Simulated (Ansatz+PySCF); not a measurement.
**singlet CH4S: levels of theory in one basis**

```xyz
6

C    -0.0258   -0.0088   -1.1099
S     0.0283   -0.0187    0.6579
H    -0.0118   -1.1245   -1.4832
H    -0.9293    0.4768   -1.5148
H     0.8967    0.4321   -1.5932
H    -0.0475    1.2636    0.8444
```

Basis set: def2-SVP (spherical functions). Frozen core: 6 orbitals. Charge 0, multiplicity 1.

Computed with Ansatz (development build ahead of 0.2.0); each method stands on the lowest determinant of its kind that the runs found.

| method | E − E(RHF) (eV) | <S²> of the determinant |
| --- | --- | --- |
| RHF | 0.00 | 0.00 |
| RHF-CCSD | -8.71 | – |
| RHF-CCSD(T) | -8.93 | – |

(1) What does RHF-MP2 give on the same scale?

(2) Is a single determinant a sound starting point here?

## Answers

(1) -7.76 eV.

(2) By this sign, yes. Unrestricted orbitals gain 0.00 eV and <S²> is 0.00 against 0.00 for a pure state.
